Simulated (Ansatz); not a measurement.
**CHCl2+ (SMILES Cl[CH+]Cl): single points off equilibrium**

The task here is to estimate one member of a computed series from the others.

Program: Ansatz 0.2.0, Gaussian basis. Level of theory: single points in def2-TZVPP. These are calculated values, not measurements.

Correlated methods freeze the cores.

## The starting structure

SMILES `Cl[CH+]Cl`, 4 atoms, charge 1, spin multiplicity 1.

Atoms are counted from 1 here; the program's logs count them from 0.

Bond lengths: Cl1–C2 1.733 Å, C2–Cl3 1.668 Å, C2–H4 1.240 Å. Angles: Cl1–C2–Cl3 123.7°, Cl1–C2–H4 122.1°, Cl3–C2–H4 114.0°.

Coordinates:

```
atom     x (Å)     y (Å)     z (Å)
 Cl1   1.40720  -0.60010  -0.60660
  C2  -0.04770   0.00580   0.11460
 Cl3  -1.22380   0.83520  -0.72940
  H4  -0.35030  -0.23960   1.29170
```

Set-up of the first run:

Input file run/in.yaml:

```yaml
crystal:
  periodic: [false, false, false]
  atoms:
    - {symbol: Cl, position_ang: [1.407200, -0.600100, -0.606600]}
    - {symbol: C, position_ang: [-0.047700, 0.005800, 0.114600]}
    - {symbol: Cl, position_ang: [-1.223800, 0.835200, -0.729400]}
    - {symbol: H, position_ang: [-0.350300, -0.239600, 1.291700]}
basis:
  gaussian: {orbitals: def2-TZVPP}
total_charge: 1
correlation: {method: ccsd_t}
output: {forces: true}
```

The command line of these runs was not kept.

Among the steps run: CCSD(T)/def2-TZVPP; PBE0-D4/def2-TZVPP; wB97M-V/def2-TZVPP; r2SCAN-D4/def2-TZVPP; PBE-D4/def2-TZVPP; wB97X-V/def2-TZVPP; CAM-B3LYP-D4/def2-TZVPP.

One table of the session follows, with a row left open; its other results are not shown here.

| method | RMS force component (eV/Å) | angle to CCSD(T) forces (°) |
| --- | --- | --- |
| CCSD(T) | 1.481 | reference |
| PBE0-D4 | 1.562 | 6.6 |
| wB97M-V | 1.558 | 4.8 |
| r2SCAN-D4 | 1.482 | 2.6 |
| PBE-D4 | 1.350 | 1.3 |
| wB97X-V | 1.582 | 6.4 |
| CAM-B3LYP-D4 | ? | ? |

**Question.** Estimate the row for CAM-B3LYP-D4.

As computed: RMS force component (eV/Å): 1.568; angle to CCSD(T) forces (°): 5.6. In the column «RMS force component (eV/Å)» it lies between PBE0-D4 (1.562) and wB97X-V (1.582).
